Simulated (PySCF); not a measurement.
acetylene (C2H2), SMILES C#C.

The structure is a stationary point at ωB97X-D3(BJ)/def2-TZVPD.

Lowest vertical singlet excitation by several levels in PySCF, with rough processor times relative to the cheapest run on one machine. Each run also gave further roots (ADC and EOM-CCSD ionised and attached states too); roots are paired by order and the bases differ. EOM-CCSD serves as a yardstick, not as the true value; all levels that ended soundly for this molecule are listed, with differences from unrounded values.

```
level                   relative cost  S1 (eV)  S1 minus EOM-CCSD (eV)
----------------------  -------------  -------  ----------------------
ADC(2)/aug-cc-pVDZ                  1     7.40                    0.02
TDDFT-B3LYP/def2-TZVPD              1     6.75                   -0.63
TDA-LC-ωPBE/def2-TZVPD              1     6.76                   -0.62
EOM-CCSD/aug-cc-pVDZ                3     7.38                    0.00
```

Q: Which is the cheapest level here that lands within 0.3 eV of EOM-CCSD?

A: ADC(2)/aug-cc-pVDZ, at about 29 % of the cost of EOM-CCSD.
